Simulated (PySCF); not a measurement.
## Structure elucidation problem

An unknown has the formula C3H7NO. Its calculated NMR data are:

$^{1}$H NMR (500 MHz, computed): δ 4.25 (br, 1H), 3.09 (d, J = 5.4 Hz, 3H), 1.84 (s, 3H).

$^{13}$C{$^{1}$H} NMR (computed): δ 168.3 (C), 26.4 (CH3), 24.0 (CH3).

PySCF calculation with J couplings at B3LYP/pcJ-1 (spin–dipole term only in couplings to heteroatoms), structure optimised with GFN2-xTB and σ from GIAO-PBE0/pcSseg-1; one conformer, gas phase, relativity neglected, equivalent nuclei averaged.

References, each an isolated molecule treated in the same way: $^{1}$H (31.72 ppm) and $^{13}$C (186.93 ppm) vs TMS.

Question: Which of these isomers gave the spectra?
A. CCC(N)=O
B. CNC(C)=O
C. C=NCOC

Answer: B. 

1. The formula gives 1 degree of unsaturation (no ring in the answer).
2. 3 carbon signals for 3 carbons: no two carbons are equivalent.
3. Carbon types of the structure: 1 × C, 2 × CH3, leaving 1 H on heteroatoms.
4. δC 168.3: amide carbonyl carbon; it is a carbonyl in resonance with an O or N lone pair, the region of acids, esters and amides.
5. δC 26.4: methyl carbon bonded to N; deshielded by the electronegative neighbour.
6. δC 24.0: methyl carbon α to a carbonyl; α to the electron-withdrawing carbonyl group.
7. δH 4.25: hydrogen on an amide-type nitrogen; exchangeable; this is the value without hydrogen bonding to other molecules.
8. δH 1.84: hydrogen on a methyl carbon α to a carbonyl; α to C=O.

The others: CCC(N)=O has carbons computed at 172.9, 29.4, 10.2, with a different DEPT pattern; C=NCOC would give 4 signals for carbon-bound and other non-exchanging H, not 2.

Exchangeable OH/NH protons stand at their gas-phase positions; hydrogen bonding in a real sample shifts them, mostly to higher δ. Amide-type NH protons are broadened by 14N but still split neighbouring CH signals. Splittings below 1 Hz are ignored in the labels, and close J values are merged. Shifts are as computed. Against solution values, carbons near 30 ppm lie about +3 ppm off and those near 130 ppm about +5 ppm. Of 1211 compounds with measured shifts, 218 miss one by over three times the rms of a fit or turn the order of signals round; such compounds aren't used in these exercises. Hydrogen bonding in solution deshields acid and N–H amide carbonyl carbons by as much as 10 ppm beyond these values.
